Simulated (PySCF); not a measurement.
Species: [1.1.1]propellane, C5H6.
Atom-mapped SMILES: `[CH2:1]1[C:2]23[CH2:3][C:4]12[CH2:5]3` (hydrogens: H6, H7 on C1; H8, H9 on C3; H10, H11 on C5)

The same species was optimised twice, with GFN2-xTB and with PBE0-D3(BJ)/def2-SVP (PySCF), and the same property calculations (PySCF, gas phase) were run on both structures.

| coordinate | GFN2-xTB | PBE0-D3(BJ)/def2-SVP | change |
| --- | --- | --- | --- |
| C2–C4 (Å) | 1.601 | 1.549 | -0.052 |
| C1–H7 (Å) | 1.083 | 1.094 | +0.011 |
| C5–H10 (Å) | 1.083 | 1.094 | +0.011 |
| C3–H8 (Å) | 1.083 | 1.094 | +0.011 |
| C5–H11 (Å) | 1.083 | 1.094 | +0.011 |
| C3–H9 (Å) | 1.083 | 1.094 | +0.011 |
| C1–H6 (Å) | 1.083 | 1.094 | +0.011 |
| C1–C2 (Å) | 1.510 | 1.507 | -0.003 |
| C2–C5 (Å) | 1.510 | 1.506 | -0.004 |
| C2–C3 (Å) | 1.510 | 1.507 | -0.003 |
| C3–C4 (Å) | 1.510 | 1.507 | -0.003 |
| C1–C4 (Å) | 1.510 | 1.507 | -0.003 |
| C4–C5 (Å) | 1.510 | 1.508 | -0.002 |
| C2–C3–C4 (°) | 64.0 | 61.8 | -2.2 |
| C2–C5–C4 (°) | 64.0 | 61.8 | -2.2 |
| C2–C1–C4 (°) | 64.0 | 61.8 | -2.2 |
| H8–C3–H9 (°) | 113.3 | 115.0 | +1.7 |
| H6–C1–H7 (°) | 113.4 | 115.0 | +1.6 |
| H10–C5–H11 (°) | 113.4 | 115.0 | +1.6 |
| C1–C2–C5 (°) | 94.5 | 96.0 | +1.5 |
| C1–C2–C3 (°) | 94.5 | 96.0 | +1.5 |

Rotational constants: A = 8717, B = 8714, C = 5930 MHz (GFN2-xTB) against A = 8753, B = 8751, C = 5828 MHz (PBE0-D3(BJ)/def2-SVP). Point groups within 0.08 Å: D3h and D3h. Atoms that the bonding makes alike are paired by their places after alignment.

On the GFN2-xTB structure: lowest singlet, TDDFT (eV) 7.16 [B3LYP/def2-SVPD]; lowest triplet, Tamm–Dancoff (eV) 4.52 [B3LYP/def2-SVPD]; isotropic polarisability (au) 51.9 [B3LYP/def2-SVPD]; HOMO (eV) -7.38 [B3LYP/def2-SVPD]; LUMO (eV) -0.17 [B3LYP/def2-SVPD]; HOMO (eV) -7.60 [PBE0/pcSseg-1]; LUMO (eV) 0.18 [PBE0/pcSseg-1]; GIAO shielding of C1/C3/C5 (mean) (ppm) 107.1 [PBE0/pcSseg-1]; GIAO shielding of C2/C4 (mean) (ppm) 186.0 [PBE0/pcSseg-1].

Problem. What do these properties become on the PBE0-D3(BJ)/def2-SVP structure?

Solution. 
```json
{"property": "lowest singlet, TDDFT (eV)", "level": "B3LYP/def2-SVPD", "on GFN2-xTB": "7.16", "on PBE0-D3(BJ)/def2-SVP": "7.03", "change": "-0.13"}
{"property": "lowest triplet, Tamm–Dancoff (eV)", "level": "B3LYP/def2-SVPD", "on GFN2-xTB": "4.52", "on PBE0-D3(BJ)/def2-SVP": "4.80", "change": "+0.28"}
{"property": "isotropic polarisability (au)", "level": "B3LYP/def2-SVPD", "on GFN2-xTB": "51.9", "on PBE0-D3(BJ)/def2-SVP": "51.9", "change": "0.0"}
{"property": "HOMO (eV)", "level": "B3LYP/def2-SVPD", "on GFN2-xTB": "-7.38", "on PBE0-D3(BJ)/def2-SVP": "-7.30", "change": "+0.08"}
{"property": "LUMO (eV)", "level": "B3LYP/def2-SVPD", "on GFN2-xTB": "-0.17", "on PBE0-D3(BJ)/def2-SVP": "0.12", "change": "+0.29"}
{"property": "energy, GFN2-xTB geometry as zero (kcal/mol)", "level": "B3LYP/def2-SVPD", "on GFN2-xTB": "0.0", "on PBE0-D3(BJ)/def2-SVP": "-0.9", "change": "-0.9"}
{"property": "HOMO (eV)", "level": "PBE0/pcSseg-1", "on GFN2-xTB": "-7.60", "on PBE0-D3(BJ)/def2-SVP": "-7.51", "change": "+0.09"}
{"property": "LUMO (eV)", "level": "PBE0/pcSseg-1", "on GFN2-xTB": "0.18", "on PBE0-D3(BJ)/def2-SVP": "0.45", "change": "+0.27"}
{"property": "energy, GFN2-xTB geometry as zero (kcal/mol)", "level": "PBE0/pcSseg-1", "on GFN2-xTB": "0.0", "on PBE0-D3(BJ)/def2-SVP": "-0.7", "change": "-0.7"}
{"property": "GIAO shielding of C1/C3/C5 (mean) (ppm)", "level": "PBE0/pcSseg-1", "on GFN2-xTB": "107.1", "on PBE0-D3(BJ)/def2-SVP": "112.0", "change": "+4.9"}
{"property": "GIAO shielding of C2/C4 (mean) (ppm)", "level": "PBE0/pcSseg-1", "on GFN2-xTB": "186.0", "on PBE0-D3(BJ)/def2-SVP": "187.7", "change": "+1.7"}
```

The heavy atoms differ by 0.019 Å rms after alignment (one structure mirrored). Among all bonds C2–C4 changes most (-0.052 Å). Changes are differences of the printed values. Neither structure is proved a minimum here.
